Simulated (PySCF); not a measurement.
Molecule: acetyl cation, [C$_{2}$H$_{3}$O]+.

Atoms are numbered as in `[CH3:1][C:2]#[O+:3]` (H(Xn): hydrogen on atom n).

Spin–spin couplings on one PBE0-D3(BJ)/def2-SVP geometry, PySCF 2.14.0 with density-fitted response routines, gas phase, non-relativistic, equivalent pairs averaged; isotopes 13C, 1H, 17O; basis pcJ-1.

How do the couplings (Hz) change with the functional? Times are CPU seconds on shared hosts with different chips, so compare them loosely; the GGAs took longer than the global hybrids here, which isn't the general rule, and the cause wasn't traced.

Answers


```
functional  functions  1J(C1,H(C1))  1J(C1,C2)  1J(C2,O3)  2J(H(C1),H(C1))  2J(C2,H(C1))  2J(C1,O3)  3J(O3,H(C1))  core-s
        HF        111         188.2       81.5      -61.5            -40.1         -29.0        8.8         -12.4     1.6
       LDA        111         120.7       40.5       12.3            -13.6          -4.6        4.9          -0.6       3
       PBE        111         145.4       51.0       10.4            -18.9          -6.3        5.3          -1.6     4.6
       KT2        111         155.6       34.7       19.6            -25.0          -7.9        6.2          -1.4     4.6
     B3LYP        111         158.5       56.6        0.1            -21.6          -7.7        5.0          -2.8       4
      PBE0        111         149.3       54.3        0.5            -21.5          -9.0        4.9          -2.7     3.4
     B97-2        111         141.9       56.1        1.9            -18.7          -7.6        4.8          -2.5     3.2
 BHandHLYP        111         169.4       63.7      -15.4            -25.9         -11.6        5.0          -5.0     3.5
 CAM-B3LYP        111         156.1       54.8       -2.2            -22.0          -8.5        4.6          -2.8       4
```
